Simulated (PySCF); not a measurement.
Record of a relaxation.

NaOH.
Atom-mapped SMILES: `[OH:1][Na:2]` (hydrogens: H3 on O1)

Computed by this run: PBE0-D3(BJ)/def2-TZVP geometry optimisation, gas phase (PySCF); density fitting, grid level 2; the optimiser is geomeTRIC in internal coordinates, started from a GFN2-xTB structure with every atom displaced at random (about 0.01 Å). 14 of its 19 geometries are shown. The frame can shift and turn from step to step; on so coarse a grid that alone can change the energy by a few meV, and forces under 0.02 eV/Å are noise.

Step 0: E = -6475.4061 eV, largest atomic force 4.191 eV/Å
```
atom  x, y, z in Å  |  force x, y, z in eV/Å
O1     -0.282    0.126    0.001   -4.142  -0.638   0.001
Na2     1.500    0.036   -0.014    2.685  -0.044  -0.020
H3     -1.212   -0.198   -0.006    1.456   0.682   0.019
```

Step 1: E = -6475.5965 eV, largest atomic force 0.923 eV/Å
```
atom  x, y, z in Å  |  force x, y, z in eV/Å
O1     -0.373   -0.086   -0.141   -0.347   0.075   0.419
Na2     1.611    0.108   -0.186   -0.470  -0.046   0.009
H3     -1.232   -0.057    0.309    0.817  -0.028  -0.428
```

Step 3: E = -6475.6150 eV, largest atomic force 0.271 eV/Å
```
atom  x, y, z in Å  |  force x, y, z in eV/Å
O1     -0.363   -0.093   -0.143   -0.198   0.034   0.182
Na2     1.577    0.108   -0.182   -0.016  -0.009  -0.021
H3     -1.208   -0.050    0.306    0.214  -0.026  -0.161
```

Step 4: E = -6475.6154 eV, largest atomic force 0.225 eV/Å
```
atom  x, y, z in Å  |  force x, y, z in eV/Å
O1     -0.364   -0.081   -0.145   -0.158   0.022   0.159
Na2     1.577    0.104   -0.181   -0.007  -0.006  -0.022
H3     -1.207   -0.058    0.307    0.165  -0.016  -0.137
```

Step 6: E = -6475.6107 eV, largest atomic force 0.779 eV/Å
```
atom  x, y, z in Å  |  force x, y, z in eV/Å
O1     -0.356   -0.099   -0.141   -0.669   0.057   0.394
Na2     1.577    0.113   -0.179    0.034  -0.004  -0.022
H3     -1.215   -0.049    0.300    0.635  -0.053  -0.372
```

Step 7: E = -6475.6151 eV, largest atomic force 0.393 eV/Å
```
atom  x, y, z in Å  |  force x, y, z in eV/Å
O1     -0.362   -0.062   -0.145   -0.316   0.006   0.234
Na2     1.579    0.101   -0.175    0.003  -0.003  -0.022
H3     -1.211   -0.074    0.301    0.313  -0.003  -0.212
```

Step 8: E = -6475.6165 eV, largest atomic force 0.339 eV/Å
```
atom  x, y, z in Å  |  force x, y, z in eV/Å
O1     -0.358   -0.059   -0.138   -0.276   0.001   0.197
Na2     1.579    0.104   -0.172    0.019  -0.001  -0.022
H3     -1.215   -0.080    0.290    0.257   0.000  -0.175
```

Step 10: E = -6475.6257 eV, largest atomic force 0.269 eV/Å
```
atom  x, y, z in Å  |  force x, y, z in eV/Å
O1     -0.327   -0.022   -0.010    0.221   0.025  -0.015
Na2     1.589    0.145   -0.120    0.045   0.007  -0.009
H3     -1.256   -0.158    0.112   -0.266  -0.032   0.024
```

Step 11: E = -6475.6267 eV, largest atomic force 0.091 eV/Å
```
atom  x, y, z in Å  |  force x, y, z in eV/Å
O1     -0.321   -0.047    0.021    0.082   0.011  -0.002
Na2     1.591    0.163   -0.109    0.009   0.000  -0.002
H3     -1.264   -0.151    0.069   -0.090  -0.011   0.004
```

Step 12: E = -6475.6251 eV, largest atomic force 0.243 eV/Å
```
atom  x, y, z in Å  |  force x, y, z in eV/Å
O1     -0.323   -0.074   -0.009   -0.126   0.013   0.036
Na2     1.598    0.164   -0.124   -0.114  -0.018   0.002
H3     -1.269   -0.125    0.114    0.239   0.006  -0.038
```

Step 14: E = -6475.6264 eV, largest atomic force under 0.02 eV/Å
```
atom  x, y, z in Å  |  force x, y, z in eV/Å
O1     -0.322   -0.064   -0.008    0.005   0.010   0.014
Na2     1.591    0.160   -0.121    0.001  -0.004  -0.006
H3     -1.263   -0.131    0.110   -0.006  -0.006  -0.008
```

Step 15: E = -6475.6266 eV, largest atomic force 0.032 eV/Å
```
atom  x, y, z in Å  |  force x, y, z in eV/Å
O1     -0.322   -0.056    0.000   -0.014   0.006   0.013
Na2     1.593    0.160   -0.118   -0.016  -0.004  -0.003
H3     -1.265   -0.138    0.099    0.031  -0.001  -0.010
```

Step 17: E = -6475.6268 eV, largest atomic force 0.024 eV/Å
```
atom  x, y, z in Å  |  force x, y, z in eV/Å
O1     -0.321   -0.047    0.021   -0.018   0.000   0.002
Na2     1.593    0.160   -0.111   -0.005  -0.002  -0.001
H3     -1.266   -0.148    0.070    0.024   0.001  -0.002
```

Step 18: E = -6475.6268 eV, largest atomic force under 0.02 eV/Å
```
atom  x, y, z in Å  |  force x, y, z in eV/Å
O1     -0.321   -0.042    0.023    0.006   0.001   0.001
Na2     1.592    0.159   -0.111    0.007   0.000  -0.001
H3     -1.265   -0.151    0.068   -0.013  -0.001   0.001
```

**Question.** Summarise the path.

**Answer.** The energy falls by 0.2207 eV from step 0 to step 18; nine tenths of that is first reached at step 2. It rises by more than 0.2 meV at steps 3, 5 and 12. The largest force goes from 4.191 to under 0.02 eV/Å. Among the bonds O1–Na2 changes most, from 1.784 to 1.928 Å; the atoms move by 0.129 Å rms after alignment.

**Question.** Follow the energy, the force and the coordinates that change most from start to end.

**Answer.** 
```
step  E above end (eV)  largest force (eV/Å)  O1–Na2 (Å)  O1–H3 (Å)  Na2–O1–H3 (°)
   0            0.2207                 4.191       1.784      0.985          157.9
   1            0.0303                 0.923       1.994      0.970          152.7
   2            0.0112                 0.158       1.947      0.955          152.0
   3            0.0118                 0.271       1.951      0.957          151.9
   4            0.0114                 0.225       1.949      0.956          152.1
   5            0.0297                 1.362       1.954      0.980          152.8
   6            0.0161                 0.779       1.946      0.967          152.4
   7            0.0117                 0.393       1.948      0.959          152.9
   8            0.0103                 0.339       1.944      0.958          154.3
   9            0.0024                 0.214       1.920      0.948          171.0
  10            0.0011                 0.269       1.926      0.946          174.7
  11            0.0001                 0.091       1.928      0.950          179.0
  12            0.0017                 0.243       1.939      0.956          174.3
  13            0.0007                 0.089       1.926      0.950          174.7
  14            0.0004            under 0.02       1.929      0.951          175.5
  15            0.0002                 0.032       1.930      0.952          177.1
  16            0.0000                 0.044       1.930      0.952          179.9
  17            0.0000                 0.024       1.929      0.952          179.0
  18            0.0000            under 0.02       1.928      0.951          178.6
```

What follows is the cost of the whole optimisation. The run took 17 s wall on one thread of an Intel Xeon Platinum 8488C, no GPU, on a shared host, and the process peaked at 0.30 GiB of memory.
